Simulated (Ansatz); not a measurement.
## HGeAs, triplet: vertical spin and charge gaps

Geometry (PBE0/def2-TZVP stationary point for this spin, not checked as a minimum):

```xyz
3

Ge    0.0000   -0.0368    1.2246
As    0.0000    0.0147   -1.2049
H     0.0000    1.5590    1.3081
```

Basis cc-pVDZ; Ansatz 0.2.0. Correlated methods freeze the noble-gas cores and the filled d shells of p-block atoms. R marks a restricted (for open shells ROHF) determinant, U an unrestricted one. Active spaces: valence = (10e, 9o) chosen from the atoms' valence shells. No spin–orbit coupling is included, and no scalar relativity.

Gaps are energies of the second state less the first, at fixed atoms, for a selection of the levels run; each method lands on the state that its own search finds for that charge and spin.

Unrestricted rows (U, and Kohn–Sham where it breaks symmetry) aren't spin-pure: their determinants' ⟨S²⟩ exceeds S(S+1) by up to 0.90, so they mix in states of higher spin. For open shells CISD is restricted-active-space CI with the open shells as a complete middle space. A value is left out where its run failed or describes another state than the reference as far as symmetry and spin tell, or, spin-broken singlets apart, can't be checked.

Removing an electron, to the doublet: 8.022 eV at UCCSDTQ.

Large singles or doubles amplitudes warn of static correlation in the HGeAs⁺ doublet.

| level | gap (eV) | error (meV) | ⟨S²⟩ where 0.1 over S(S+1) (first / second) |
| --- | --- | --- | --- |
| UCCSD | 8.121 | 99 | – / 1.65 |
| UCCSD(T) | 8.078 | 56 | – / 1.65 |
| BCCD(T) | 8.064 | 42 | – / – |
| UCCSDT(Q) | 8.022 | 0 | – / 1.65 |
| CASSCF (valence space) | 7.428 | -594 | – / – |
| NEVPT2 (valence space) | 7.836 | -186 | – / – |
| r2SCAN | 8.308 | 286 | – / 1.26 |
| PBE0 | 8.284 | 262 | – / 1.22 |
| wB97M-V | 8.273 | 251 | – / 1.22 |
| B2PLYP | 8.169 | 147 | – / 1.36 |

Task: PBE gives 8.438 eV for removing an electron, to the quartet. Estimate what UCCSDTQ gives in cc-pVDZ.

Result: UCCSDTQ in cc-pVDZ gives 8.124 eV, so against it PBE is off by 0.314 eV, of which a good part can be the reference's own basis and frozen-core error.

```tsv
level	gap (eV)	error (meV)
UMP2	8.071	-53
CISD	7.992	-132
UCCSD	8.105	-19
UCCSD(T)	8.123	-1
BCCD(T)	8.131	7
UCCSDT	8.123	-1
UCCSDT(Q)	8.124	0
CASSCF (valence space)	7.503	-621
NEVPT2 (valence space)	7.959	-165
MRCISD (valence space)	8.035	-89
MRCISD+Q (valence space)	8.105	-19
r2SCAN	8.535	411
PBE0	8.474	350
B3LYP	8.534	410
wB97M-V	8.452	328
B2PLYP	8.341	217
RPA-PBE	8.320	196
```

Task: PBE gives 1.593 eV for quintet less triplet. Estimate what UCCSDTQ gives in cc-pVDZ.

Result: UCCSDTQ in cc-pVDZ gives 1.362 eV, so against it PBE is off by 0.231 eV, of which a good part can be the reference's own basis and frozen-core error.

```json
{"level": "UMP2", "gap (eV)": "1.241", "error (meV)": "-121"}
{"level": "CISD", "gap (eV)": "1.226", "error (meV)": "-136"}
{"level": "UCCSD", "gap (eV)": "1.330", "error (meV)": "-32"}
{"level": "UCCSD(T)", "gap (eV)": "1.353", "error (meV)": "-9"}
{"level": "BCCD(T)", "gap (eV)": "1.366", "error (meV)": "4"}
{"level": "UCCSDT", "gap (eV)": "1.359", "error (meV)": "-3"}
{"level": "UCCSDT(Q)", "gap (eV)": "1.362", "error (meV)": "0"}
{"level": "CASSCF (valence space)", "gap (eV)": "1.343", "error (meV)": "-19"}
{"level": "NEVPT2 (valence space)", "gap (eV)": "1.354", "error (meV)": "-8"}
{"level": "MRCISD (valence space)", "gap (eV)": "1.367", "error (meV)": "5"}
{"level": "MRCISD+Q (valence space)", "gap (eV)": "1.362", "error (meV)": "0"}
{"level": "r2SCAN", "gap (eV)": "1.414", "error (meV)": "52"}
{"level": "PBE0", "gap (eV)": "1.469", "error (meV)": "107"}
{"level": "B3LYP", "gap (eV)": "1.674", "error (meV)": "312"}
{"level": "wB97X-V", "gap (eV)": "1.678", "error (meV)": "316"}
{"level": "wB97M-V", "gap (eV)": "1.581", "error (meV)": "219"}
{"level": "B2PLYP", "gap (eV)": "1.546", "error (meV)": "184"}
{"level": "RPA-PBE", "gap (eV)": "1.498", "error (meV)": "136"}
```

In so small a basis the reference is far from its limit while semilocal and hybrid functionals are nearer theirs (RPA and double hybrids share part of the reference's basis error), so the functionals' errors here hold much of the reference's basis and frozen-core error, which can add to them or hide them.

Full CI isn't at hand for all of this; UCCSDTQ serves as the reference, and is uncertain by the last step of the cluster series or more. The frozen core follows each run's orbitals, which can shift R against U totals by a few meV for light atoms and by up to 0.1 eV past Ca.
